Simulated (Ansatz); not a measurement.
Write a Python script for the Python package of Ansatz (0.2.0) that makes vertical and adiabatic energies of changing the electron count of CH4FSi, SMILES FC[SiH2]. Level of theory (for the species named): PBE, cc-pVDZ basis, multiplicity 2.

```xyz
7

F    -1.5312    0.5803    0.8496
C    -0.7786   -0.0938   -0.0925
Si    1.0043   -0.1476    0.4579
H    -0.8486    0.4317   -1.0670
H    -1.1630   -1.1287   -0.2017
H     1.8034   -0.8662   -0.5456
H     1.5138    1.2244    0.5992
```

`ch4fsi_adiabatic.py`:
```python
# -*- coding: utf-8 -*-
import itertools
import warnings

import ansatz as az
from ase.data import atomic_numbers, covalent_radii
import numpy as np

GEOMETRY = """
F    -1.53120    0.58030    0.84960
C    -0.77860   -0.09380   -0.09250
Si    1.00430   -0.14760    0.45790
H    -0.84860    0.43170   -1.06700
H    -1.16300   -1.12870   -0.20170
H     1.80340   -0.86620   -0.54560
H     1.51380    1.22440    0.59920
"""

warnings.simplefilter("ignore", az.DeckWarning)

ch4fsi = az.Crystal.molecule()
for line in GEOMETRY.strip().splitlines():
    symbol, *xyz = line.split()
    ch4fsi = ch4fsi.atom(symbol, [float(v) for v in xyz])

model = (
    ch4fsi.calculation()
    .basis(gaussian="cc-pVDZ")
    .functional("pbe")
    .spin("collinear", total=1)
)
symbols = [site.symbol for site in ch4fsi.cartesian_sites]
start = np.array([site.position_ang for site in ch4fsi.cartesian_sites], dtype=float)
r = model.relax(force_tolerance=0.01).run(threads=1).report
end = np.array(r["positions_ang"])

minimum = az.Crystal.molecule()
for symbol, place in zip(symbols, end):
    minimum = minimum.atom(symbol, place.tolist())
ion = (
    minimum.calculation()
    .basis(gaussian="cc-pVDZ")
    .functional("pbe")
    .charge(1)
)
vertical = ion.run(threads=1).report
settled = ion.relax(force_tolerance=0.01, max_steps=80).run(threads=1).report
print(f"vertical ionisation energy   {vertical['free_energy_ev'] - r['free_energy_ev']:.3f} eV")
print(f"adiabatic, no zero point     {settled['free_energy_ev'] - r['free_energy_ev']:.3f} eV")
print(f"relaxation energy of the ion {vertical['free_energy_ev'] - settled['free_energy_ev']:.3f} eV")
ionised = np.array(settled["positions_ang"])
radius = [covalent_radii[atomic_numbers[s]] for s in symbols]
span = lambda where, i, j: np.linalg.norm(where[i] - where[j])
bonded = [(i, j) for i, j in itertools.combinations(range(len(symbols)), 2) if min(span(end, i, j), span(ionised, i, j)) < 1.2 * (radius[i] + radius[j])]
print("pair        before    after (A)")
for i, j in bonded:
    print(f"{symbols[i]}{i}-{symbols[j]}{j}".ljust(10), f"{span(end, i, j):8.4f} {span(ionised, i, j):8.4f}")
for first, second in list(itertools.combinations(bonded, 2)):
    shared = set(first) & set(second)
    if shared and symbols[(j := shared.pop())] != "H":
        i, k = sorted((set(first) | set(second)) - {j})
        u, v = ionised[i] - ionised[j], ionised[k] - ionised[j]
        angle = np.degrees(np.arccos(np.clip(u @ v / np.linalg.norm(u) / np.linalg.norm(v), -1, 1)))
        print(f"final angle {symbols[i]}{i}-{symbols[j]}{j}-{symbols[k]}{k}: {angle:.2f} deg")
```

`python ch4fsi_adiabatic.py` gives:
```text
vertical ionisation energy   8.516 eV
adiabatic, no zero point     7.738 eV
relaxation energy of the ion 0.778 eV
pair        before    after (A)
F0-C1        1.4023   1.3670
C1-Si2       1.9264   1.8807
C1-H3        1.1162   1.1228
C1-H4        1.1133   1.1226
Si2-H5       1.5152   1.5008
Si2-H6       1.5130   1.4994
final angle F0-C1-Si2: 111.56 deg
final angle F0-C1-H3: 111.91 deg
final angle F0-C1-H4: 111.93 deg
final angle Si2-C1-H3: 107.81 deg
final angle Si2-C1-H4: 107.94 deg
final angle C1-Si2-H5: 119.81 deg
final angle C1-Si2-H6: 120.73 deg
final angle H3-C1-H4: 105.39 deg
final angle H5-Si2-H6: 119.47 deg
```

Reading the output:
- The energies are electronic: no zero-point or thermal terms, and the basis set is short of its limit. The product may relax into another structure. The relaxation finds the nearest minimum, so the adiabatic value is an upper bound.
- The species is open-shell (spin multiplicity 2).
- Only the spin states typed were run; another state of an ion can lie lower, by up to an eV or two.
- Hardware and time: 35 s on 1 thread of Arm Neoverse V1, on a shared host, peak memory 0.22 GiB.
